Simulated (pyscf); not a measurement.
PySCF, gas phase, ωB97X-D3(BJ)/def2-SVP geometries.

PBE/def2-TZVP puts the barrier of F–MoH(F)(F)(F)–F + ammonia (NH₃) → H₂N–Mo(F)(F)(F)(F)–F + hydrogen (H₂) (four-centre exchange; singlet surface; H–Mo, H–N broken, Mo–N, H–H formed) at 0.56 eV and the reaction energy at -0.81 eV, from the separated reactants. What do B3LYP-D3(BJ)/def2-TZVP, PBE0-D3(BJ)/def2-TZVP, ωB97M-D3(BJ)/def2-TZVP give on the same structures?

B3LYP-D3(BJ): ΔE‡ = 0.75 eV, ΔE = -0.83 eV; PBE0-D3(BJ): ΔE‡ = 0.63 eV, ΔE = -0.74 eV; ωB97M-D3(BJ): ΔE‡ = 0.88 eV, ΔE = -0.64 eV. PBE's barrier lies under all of them, by 0.07 to 0.32 eV. Its reaction energy lies among theirs. On the reactant side the descent ends in an adduct with a Mo–N contact, 1.24 eV under the separated species and 2.06 eV under the saddle at ωB97X-D3(BJ)/def2-TZVP. What is counted as formed (Mo–N) is already present as a longer contact in the reactant adduct; forming that adduct is a step of its own. At the saddle there is also a short H–Mo contact that neither side keeps. One saddle was located; it need not be the lowest between these sides. Elements past Kr carry the def2 core potentials, without spin-orbit coupling.
